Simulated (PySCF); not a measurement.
# NSH₃: relaxation and vibrations of the singlet

Aim: relax NSH₃ as a singlet from a tetrahedral start, check by its vibrations whether the end is a minimum, and collect its spectrum and constants.

Method: PBE0, basis N def2-TZVP, S def2-TZVP, H def2-TZVP, no relativity, density fitting; program: PySCF 2.14.0.

### 1 Where the work starts

5 atoms, charge 0, spin multiplicity 1.

Bond lengths: N1–S2 1.540 Å, N1–H3 1.030 Å, N1–H4 1.030 Å, N1–H5 1.030 Å. Angles: S2–N1–H3 109.5°, S2–N1–H4 109.5°, S2–N1–H5 109.5°, H3–N1–H4 109.5°, H3–N1–H5 109.5°, H4–N1–H5 109.5°.

Z-matrix (Å, degrees; charge 0 multiplicity 1):
```
N
S  1 1.5400
H  1 1.0300 2 109.47
H  1 1.0300 2 109.47 3 -120.00
H  1 1.0300 2 109.48 3 120.00
```

### 2 First SCF at the start

One driver script runs all steps and calls PySCF; scf.py shows how it sets up the SCF of each step. The optimiser is the driver's own. After this first run the driver tries any further starts and a stability analysis.

scf.py

```python
from pyscf import gto, scf, dft
mol = gto.M(atom='''
N      0.000000     0.000000     0.000000
S     -0.000000    -1.257500    -0.889000
H      0.841000     0.000000     0.594600
H     -0.841000     0.000000     0.594600
H      0.000000     0.841000    -0.594600''',
    basis={'N': 'def2-TZVP', 'S': 'def2-TZVP', 'H': 'def2-TZVP'},
    charge=0, spin=0)
mf = dft.RKS(mol, xc='PBE0')
mf.grids.atom_grid = (50, 194)
aux = {'N': 'def2-universal-JKFIT', 'S': 'def2-universal-JKFIT', 'H': 'def2-universal-JKFIT'}
mf = mf.density_fit(auxbasis=aux)
mf.conv_tol = 1e-08
mf.diis_space = 10
mf.max_cycle = 60
mf.init_guess = 'minao'
mf.verbose = 4
mf.kernel()
```

On the command line:

```console
> OMP_NUM_THREADS=2 python axn.py task.json out
```

The runs that follow: Relaxation: tetrahedral start, singlet; Vibrations and properties at this point.

Q: Predict the outcome of this session. Wanted: minimum; geometry; wavenumbers; dipole moment; highest occupied, lowest empty level; polar-tensor charge of N1; zero-point energy; atomisation energy.

As calculated:

```
                                 quantity                                                                value
                                  minimum                                                         singlet, C3v
                                 geometry  N–H 1.017 Å (×3), N–S 1.817 Å; H–N–H 108.3° (×3), H–N–S 110.6° (×3)
                       wavenumbers (cm⁻¹)          644 (a1), 853 (e), 1336 (a1), 1650 (e), 3451 (a1), 3543 (e)
                            dipole moment                                                               6.11 D
     highest occupied, lowest empty level                                                      -5.47, -0.63 eV
                polar-tensor charge of N1                                                              -0.23 e
                        zero-point energy                                                         104.8 kJ/mol
                      entropy at 298.15 K                                                      235.0 J/(mol K)
atomisation energy (no zero-point energy)                                                          1345 kJ/mol
```

**Reading.** The molecule stays C3v, as typed, and the end point is a minimum. The strongest infrared band lies at 3543 cm⁻¹ (e, stretch). With 6.1 D the molecule is strongly polar. Only this shape and spin were tried, so other structures or states may lie lower.
